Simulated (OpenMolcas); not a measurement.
# OH− (hydroxide): levels of theory compared

Aim: a comparison of 6 runs (HF/aug-cc-pVTZ, B3LYP/6-31G*, M06-2X/aug-cc-pVTZ, PBE0/aug-cc-pVTZ, TPSS/aug-cc-pVTZ, revPBE/aug-cc-pVTZ) of OH− (hydroxide). 

Program for the calculation: OpenMolcas 26.06.

1 further run of the same task is left out (set aside as unsound or not needed).

## 1. Starting point

OH− has 2 atoms, charge -1, and is taken as a singlet. SMILES: `[OH-]`. The O1–H2 distance was set to 1.445 Å, away from the relaxed value.

Bond lengths: O1–H2 1.445 Å.

## 2. A single-point energy at HF/aug-cc-pVTZ (run 1)

Input file coord.xyz:

```xyz
2

O      0.823580    -0.263594     0.424990
H     -0.411800     0.131800    -0.212500
```

Input file job.inp:

```
&GATEWAY
  BasLib
  $CurrDir
  Coord
  coord.xyz
  Basis
  aug-cc-pVTZ
  Group
  NoSym

&SEWARD

&SCF
  Charge
  -1
  Thresholds
  1e-10 1e-07 1e-07 1e-05
  PrOrbitals
  1 2
```

The basis set aug-cc-pVTZ is read from a file made from the Basis Set Exchange's data (not shown).

Run with:

```bash
$ export MOLCAS_MEM=1860
$ pymolcas job.inp > job.log
```

Standard output:

```text
--- Start Module: gateway ---
[...]
--- Stop Module: gateway /rc=_RC_ALL_IS_WELL_ ---
--- Start Module: seward ---
[...]
      Basis functions           69
--- Stop Module: seward /rc=_RC_ALL_IS_WELL_ ---
[...]
--- Start Module: scf ---
[...]
       Convergence after  17 Iterations
[...]
::    Total SCF energy                                -75.3184909479
[...]
      Total spin, S                                     0.0000000000
[...]
      Total electronic charge=   10.000000
      Total            charge=   -1.000000
[...]
      Dipole Moment (debye):
      Origin of the operator (angstrom)=    0.7504   -0.2402    0.3872
                   X=  3.5872E-01               Y= -1.1481E-01               Z=  1.8511E-01           Total=  4.1968E-01
      Center of Charge (angstrom)
[...]
--- Stop Module: scf /rc=_RC_ALL_IS_WELL_ ---
[...]
```

Run time: 3.3 s. Hardware: 1 thread of Arm Neoverse V2, shared host; peak memory 0.41 GiB.

## 3. The energy at B3LYP/6-31G(d) (spherical functions) (run 2)

Input file test.inp:

```
&gateway
 baslib=$CurrDir
 basisset
 O.6-31Gs....
 O1 0.823580 -0.263594 0.424990 angstrom
 End of Basis
 basisset
 H.6-31Gs....
 H2 -0.411800 0.131800 -0.212500 angstrom
 End of Basis

&seward
 gridinput
 Grid=UltraFine
 End of Grid

&scf
 charge=-1
 ksdft=B3LYP
 thresholds=1e-10 1e-07 1e-07 1e-05
 prorbitals=0
```

The basis set 6-31G* is read from a file made from the Basis Set Exchange's data (not shown).

Run with:

```bash
$ export MOLCAS_MEM=1860
$ pymolcas test.inp > test.log
```

Standard output:

```text
--- Start Module: gateway ---
[...]
--- Stop Module: gateway /rc=_RC_ALL_IS_WELL_ ---
--- Start Module: seward ---
[...]
      Basis functions           16
--- Stop Module: seward /rc=_RC_ALL_IS_WELL_ ---
--- Start Module: scf ---
[...]
       Convergence after  14 Iterations
[...]
::    Total KS-DFT energy                             -75.6585033089
[...]
      Total spin, S                                     0.0000000000
[...]
      Total electronic charge=   10.000000
      Total            charge=   -1.000000
[...]
      Dipole Moment (debye):
      Origin of the operator (angstrom)=    0.7504   -0.2402    0.3872
                   X=  4.9230E-01               Y= -1.5757E-01               Z=  2.5404E-01           Total=  5.7596E-01
      Center of Charge (angstrom)
[...]
--- Stop Module: scf /rc=_RC_ALL_IS_WELL_ ---
[...]
```

It took 2.8 s on 1 thread of Arm Neoverse V2, shared host; peak memory 0.37 GiB.

## 4. The energy at M06-2X/aug-cc-pVTZ (run 3)

Input file job.inp:

```
>>> EXPORT MOLCAS_PRINT=2

&GATEWAY
 BASLIB
 $CurrDir
 COORD
 2
 angstrom
 O        0.823580      -0.263594       0.424990
 H       -0.411800       0.131800      -0.212500
 BASIS
 aug-cc-pVTZ
 GROUP
 NoSym

&SEWARD
 GRIDINPUT
 Grid=UltraFine
 End of Grid

&SCF
 CHARGE
 -1
 KSDFT
 M062X
 THRESHOLDS
 1e-10 1e-07 1e-07 1e-05
 PRORBITALS
 0
```

The basis set aug-cc-pVTZ is read from a file made from the Basis Set Exchange's data (not shown).

Run with:

```bash
$ export MOLCAS_MEM=1860
$ pymolcas job.inp > job.log
```

Standard output:

```text
--- Start Module: gateway ---
[...]
--- Stop Module: gateway /rc=_RC_ALL_IS_WELL_ ---
--- Start Module: seward ---
[...]
      Basis functions           69
--- Stop Module: seward /rc=_RC_ALL_IS_WELL_ ---
[...]
--- Start Module: scf ---
[...]
       Convergence after  16 Iterations
[...]
::    Total KS-DFT energy                             -75.7112984891
[...]
      Total spin, S                                     0.0000000000
[...]
      Total electronic charge=   10.000000
      Total            charge=   -1.000000
[...]
      Dipole Moment (debye):
      Origin of the operator (angstrom)=    0.7504   -0.2402    0.3872
                   X= -1.2362E-01               Y=  3.9565E-02               Z= -6.3791E-02           Total=  1.4463E-01
      Center of Charge (angstrom)
[...]
--- Stop Module: scf /rc=_RC_ALL_IS_WELL_ ---
[...]
```

Wall time 11 s (1 thread of Arm Neoverse V2, shared host); peak memory 0.41 GiB.

Runs 4 to 5 aren't shown in full; the table further down has their settings and results.

## 5. A single-point energy at revPBE/aug-cc-pVTZ (run 6)

Input file test.inp:

```
&GATEWAY
 BasLib=$CurrDir
 Coord
 2
 angstrom
 O        0.823580      -0.263594       0.424990
 H       -0.411800       0.131800      -0.212500
 Basis=aug-cc-pVTZ
 Group=NoSym

&SEWARD
 GridInput
 Grid=UltraFine
 End of Grid

&SCF
 Charge=-1
 KSDFT=revPBE
 Thresholds=1e-10 1e-07 1e-07 1e-05
 PrOrbitals=1
```

The basis set aug-cc-pVTZ is read from a file made from the Basis Set Exchange's data (not shown).

Run with:

```bash
$ export MOLCAS_MEM=1860
$ pymolcas test.inp > test.log
```

Standard output:

```text
--- Start Module: gateway ---
[...]
--- Stop Module: gateway /rc=_RC_ALL_IS_WELL_ ---
--- Start Module: seward ---
[...]
      Basis functions           69
--- Stop Module: seward /rc=_RC_ALL_IS_WELL_ ---
[...]
--- Start Module: scf ---
[...]
       Convergence after  19 Iterations
[...]
::    Total KS-DFT energy                             -75.7389264502
[...]
      Total spin, S                                     0.0000000000
[...]
      Total electronic charge=   10.000000
      Total            charge=   -1.000000
[...]
      Dipole Moment (debye):
      Origin of the operator (angstrom)=    0.7504   -0.2402    0.3872
                   X= -1.0072E-01               Y=  3.2238E-02               Z= -5.1977E-02           Total=  1.1784E-01
      Center of Charge (angstrom)
[...]
--- Stop Module: scf /rc=_RC_ALL_IS_WELL_ ---
[...]
```

Run time: 9 s. Hardware: 1 thread of Arm Neoverse V2, shared host; peak memory 0.41 GiB.

## 6. Overview of the runs

| run | level | integration grid | energy (Eh) | HOMO energy (eV) | LUMO energy (eV) | HOMO–LUMO gap (eV) | wall time |
| --- | --- | --- | --- | --- | --- | --- | --- |
| 1 | HF/aug-cc-pVTZ | – | -75.318491 | -4.04 | 4.97 | 9.02 | 3.3 s |
| 2 | B3LYP/6-31G* (spherical functions) | UltraFine | -75.658503 | 3.43 | 8.21 | 4.78 | 2.8 s |
| 3 | M06-2X/aug-cc-pVTZ | UltraFine | -75.711298 | -1.08 | 3.97 | 5.05 | 11 s |
| 4 | PBE0/aug-cc-pVTZ | UltraFine | -75.661773 | 0.49 | 3.87 | 3.38 | 7.8 s |
| 5 | TPSS/aug-cc-pVTZ | UltraFine | -75.763225 | 1.95 | 3.50 | 1.55 | 12 s |
| 6 | revPBE/aug-cc-pVTZ | UltraFine | -75.738926 | 2.05 | 3.34 | 1.29 | 9 s |

## 7. What came out

```
                                                    quantity         value
                                         run 6: total energy  -75.73893 Eh
                                          run 6: HOMO energy       2.05 eV
                                          run 6: LUMO energy       3.34 eV
run 6: HOMO–LUMO gap (to an unbound level, set by the basis)       1.29 eV
```

What this shows: The HOMO–LUMO gap runs from 1.29 eV (revPBE/aug-cc-pVTZ) to 9.02 eV (HF/aug-cc-pVTZ). Exact exchange widens orbital gaps. The empty levels of an anion lie above zero and hang on the basis. Totals of different functionals can't be ranked against each other. In runs 2, 4, 5, 6 the HOMO lies above zero, so the outermost electron may be held by the basis alone. All runs together took 45 s, the longest 12 s.
